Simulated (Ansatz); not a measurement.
Basis-set extrapolation for `[CH2]O` radical (PBE0-D4/def2-TZVP geometry, frozen core, the Gaussian-basis code of Ansatz). Multiplicity 2, UHF reference.

|  | cc-pV(T+d)Z | cc-pV(Q+d)Z |
| --- | --- | --- |
| HF | -114.462636 | -114.472081 |
| MP2 correlation | -0.392871 | -0.422368 |
| CCSD(T) correlation | -0.425291 | not run |

Energies in hartree. Use E(X) = E(∞) + A·exp(−5.46·√X) for Hartree–Fock and E(X) = E(∞) + B·X^(−3.05) for correlation, with X = 3 and 4, and add CCSD(T) minus MP2 of the smaller set to the MP2 limit.

Task: What is the CCSD(T) energy at the basis-set limit?

Result: HF limit: -114.472081 + (-0.009445) × 0.30130 = -114.47493. MP2 limit: -0.422368 + (-0.029497) × 0.71189 = -0.44337. Higher-order term: -0.425291 − (-0.392871) = -0.03242. Total: -114.95072 hartree, 164.9 kJ/mol below CCSD(T)/cc-pV(T+d)Z.
